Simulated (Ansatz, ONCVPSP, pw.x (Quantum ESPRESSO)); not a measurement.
**What a changed setting does to a pw.x run (diamond Si)**

Potential: optimised norm-conserving Vanderbilt (ONCV), ONCVPSP 4.0.1, PBE; core [Ne], reference 3s2 3p2; waves: 3s: rc 1.70 bohr, ncon 3, nbas 7, qcut 3.4 1/bohr, 1 projector; 3p: rc 2.10 bohr, ncon 4, nbas 7, qcut 3.7 1/bohr, 2 projectors, debl 1.3 Ha; d scattering state at 0.1 Ha: rc 2.05 bohr, ncon 4, nbas 7, qcut 4.7 1/bohr, 2 projectors, debl 1.5 Ha; local part: polynomial inside 1.10 bohr (lpopt 5, dvloc0 4 Ha); core correction: Teter function, fcfact 5.5, rcfact 1.8.

The reference run (k-mesh 8³, cutoffs 105/420 Ry, Fermi–Dirac 0.01 Ry, mixing_beta 0.4, conv_thr 1e-9, no spin) gives -0.50 GPa at 20.463 Å³/atom, where all-electron LAPW gives -0.05 GPa. This run, with its own iteration cap, changes ecutrho/ecutwfc to 16.

```
&control
  calculation='scf', prefix='x', pseudo_dir='./', outdir='./tmp', tstress=.true., disk_io='none'
/
&system
  ibrav=0, nat=2, ntyp=1, ecutwfc=105, ecutrho=1680, nbnd=11,
  occupations='smearing', smearing='fd', degauss=0.01
/
&electrons
  conv_thr=1e-09, mixing_beta=0.4, electron_maxstep=50
/
ATOMIC_SPECIES
Si 1.0 Si.UPF
CELL_PARAMETERS angstrom
  0.00000000 2.73520428 2.73520428
  2.73520428 0.00000000 2.73520428
  2.73520428 2.73520428 0.00000000
ATOMIC_POSITIONS crystal
Si 0.0000 0.0000 0.0000
Si 0.2500 0.2500 0.2500
K_POINTS automatic
8 8 8 0 0 0
```

```bash
pw.x < Si.scf.in > Si.scf.out
```

**Question.** How does the run end?

**Answer.** It converges in 7 iterations; the free energy moves by +0.0 meV/atom and the pressure by +0.00 GPa. The result is that of the reference run.

```
Message from routine setup:
     using ibrav=0 with symmetry is DISCOURAGED, use correct ibrav instead
     lattice parameter (alat)  =       7.3098  a.u.
     unit-cell volume          =     276.1823 (a.u.)^3
     number of electrons       =         8.00
     number of Kohn-Sham states=           11
     kinetic-energy cutoff     =     105.0000  Ry
     charge density cutoff     =    1680.0000  Ry
     scf convergence threshold =      1.0E-09
     Exchange-correlation= PBE
     number of k points=    29  Fermi-Dirac smearing, width (Ry)=  0.0100
     iteration #  1     ecut=   105.00 Ry     beta= 0.40
     total energy              =     -20.00807660 Ry
     estimated scf accuracy    <       0.05445562 Ry
     iteration #  2     ecut=   105.00 Ry     beta= 0.40
     total energy              =     -20.00485315 Ry
     estimated scf accuracy    <       0.01501492 Ry
     iteration #  3     ecut=   105.00 Ry     beta= 0.40
     total energy              =     -20.00557723 Ry
     estimated scf accuracy    <       0.00018680 Ry
     iteration #  4     ecut=   105.00 Ry     beta= 0.40
     total energy              =     -20.00559693 Ry
     estimated scf accuracy    <       0.00000163 Ry
     iteration #  5     ecut=   105.00 Ry     beta= 0.40
     total energy              =     -20.00559766 Ry
     estimated scf accuracy    <       0.00000023 Ry
     iteration #  6     ecut=   105.00 Ry     beta= 0.40
     total energy              =     -20.00559771 Ry
     estimated scf accuracy    <          5.0E-09 Ry
     iteration #  7     ecut=   105.00 Ry     beta= 0.40
     the Fermi energy is     6.2688 ev
!    total energy              =     -20.00559771 Ry
     estimated scf accuracy    <          7.7E-10 Ry
     smearing contrib. (-TS)   =      -0.00030071 Ry
     The total energy is F=E-TS. E is the sum of the following terms:
     one-electron contribution =       5.39013470 Ry
     hartree contribution      =       1.10497113 Ry
     xc contribution           =      -9.82554875 Ry
     ewald contribution        =     -16.67485408 Ry
     convergence has been achieved in   7 iterations
          total   stress  (Ry/bohr**3)                   (kbar)     P=       -4.99
     Message from routine punch:
     Nothing written, as per user request (disk_io='none')
```

The run took about 49 s on one core of a shared host (Intel(R) Xeon(R) Processor @ 2.60GHz, 24 threads, 31 GiB, load 12).
